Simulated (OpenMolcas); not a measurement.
# HF/cc-pVTZ (RICD fitting, fitting threshold 0.0001) run of Cl2 (chlorine)

Aim: the vertical singlet–triplet gap of Cl2 (chlorine) at HF/cc-pVTZ (RICD fitting, fitting threshold 0.0001), from 2 runs. 

Program for the calculation: OpenMolcas 26.06.

1 further run of the same task is left out (set aside as unsound or not needed).

## Step 1: The molecule

The species is Cl2 (2 atoms), meant as a singlet with charge 0. SMILES: `ClCl`. Geometry: relaxed at PBE0-D4/def2-TZVP.

Bond lengths: Cl1–Cl2 1.982 Å.

## Step 2: Energy and gradient at HF/cc-pVTZ (RICD fitting, fitting threshold 0.0001)

Input file job.input:

```
&GATEWAY
BasLib=$CurrDir
Coord
2
angstrom
Cl       0.845690      -0.281600       0.433600
Cl      -0.845690       0.281600      -0.433600
Basis=cc-pVTZ
Group=NoSym
RICD
aCD
CDThreshold=0.0001
&SEWARD
&SCF
PrOrbitals=1 1
&ALASKA
```

The basis set cc-pVTZ is read from a file made from the Basis Set Exchange's data (not shown).

Command:

```bash
export MOLCAS_MEM=1860
pymolcas job.input > job.log
```

The program printed:

```text
--- Start Module: gateway ---
[...]
--- Stop Module: gateway /rc=_RC_ALL_IS_WELL_ ---
[...]
      Basis functions           68
[...]
--- Start Module: scf ---
[...]
       Convergence after   9 Iterations
[...]
::    Total SCF energy                               -918.9983962684
[...]
      Total spin, S                                     0.0000000000
[...]
      Total electronic charge=   34.000000
      Total            charge=   -0.000000
[...]
      Dipole Moment (debye):
      Origin of the operator (angstrom)=   -0.0000    0.0000    0.0000
                   X= -9.0528E-13               Y= -1.1497E-12               Z= -1.5050E-12           Total=  2.0991E-12
      Quadrupole Moment (debye*angstrom):
[...]
--- Stop Module: scf /rc=_RC_ALL_IS_WELL_ ---
--- Start Module: alaska ---
[...]
 *              Molecular gradients               *
 **************************************************
  Irreducible representation: a
 ------------------------------------------------------------------------------------------
                              X                       Y                       Z
 ------------------------------------------------------------------------------------------
  CL1              -7.25628921241395E-04    2.41592574409921E-04   -3.72043198010985E-04
  CL2               7.25628921301791E-04   -2.41592574407257E-04    3.72043198023420E-04
 ------------------------------------------------------------------------------------------
--- Stop Module: alaska /rc=_RC_ALL_IS_WELL_ ---
[...]
```

Wall time 3.3 s (1 thread of Arm Neoverse V1, shared host); peak memory 0.18 GiB.

## Step 3: The triplet at the same level

Input file job.input:

```
&GATEWAY
  BasLib=$CurrDir
  Coord
  2
  angstrom
  Cl       0.845690      -0.281600       0.433600
  Cl      -0.845690       0.281600      -0.433600
  Basis=cc-pVTZ
  Group=NoSym
  RICD
  aCD
  CDThreshold=0.0001

&SEWARD

&SCF
  UHF
  Spin=3
  PrOrbitals=1 1

&ALASKA
```

The basis set cc-pVTZ is read from a file made from the Basis Set Exchange's data (not shown).

Command:

```bash
export MOLCAS_MEM=1860
pymolcas job.input > job.log
```

The program printed:

```text
--- Start Module: gateway ---
[...]
--- Stop Module: gateway /rc=_RC_ALL_IS_WELL_ ---
[...]
      Basis functions           68
[...]
--- Start Module: scf ---
[...]
       Convergence after  19 Iterations
[...]
::    Total SCF energy                               -918.8840577064
[...]
      Total spin, S                                     1.0100740087
[...]
      Total electronic charge=   34.000000
      Total            charge=   -0.000000
[...]
      Dipole Moment (debye):
      Origin of the operator (angstrom)=   -0.0000    0.0000    0.0000
                   X= -2.4204E-10               Y=  7.6536E-11               Z= -1.2642E-10           Total=  2.8359E-10
      Quadrupole Moment (debye*angstrom):
[...]
--- Stop Module: scf /rc=_RC_ALL_IS_WELL_ ---
[...]
--- Start Module: alaska ---
[...]
 *              Molecular gradients               *
 **************************************************
  Irreducible representation: a
 ------------------------------------------------------------------------------------------
                              X                       Y                       Z
 ------------------------------------------------------------------------------------------
  CL1              -1.15982273429239E-01    3.86200714079923E-02   -5.94661326963397E-02
  CL2               1.15982273429204E-01   -3.86200714079941E-02    5.94661326963433E-02
 ------------------------------------------------------------------------------------------
--- Stop Module: alaska /rc=_RC_ALL_IS_WELL_ ---
[...]
```

Wall time 4.8 s (1 thread of Arm Neoverse V1, shared host); peak memory 0.18 GiB.

## Step 4: What came out

At HF/cc-pVTZ (RICD fitting, fitting threshold 0.0001):

| quantity | value |
| --- | --- |
| singlet: total energy | -918.99840 Eh |
| singlet: dipole moment | 0.00 D |
| singlet: HOMO energy | -12.04 eV |
| singlet: LUMO energy | 1.21 eV |
| singlet: HOMO–LUMO gap | 13.24 eV |
| singlet: largest force on an atom | 0.044 eV/Å |
| triplet: total energy | -918.88406 Eh |
| triplet: dipole moment | 0.00 D |
| triplet: HOMO energy (highest over α and β) | -9.05 eV |
| triplet: LUMO energy (lowest over α and β) | -1.94 eV |
| triplet: ⟨S²⟩ | 2.030 |
| triplet: largest force on an atom | 6.990 eV/Å |
| vertical energy of the triplet above the singlet | 3.111 eV |

What this shows: At this shape the triplet lies 3.11 eV (300 kJ/mol) above the singlet.
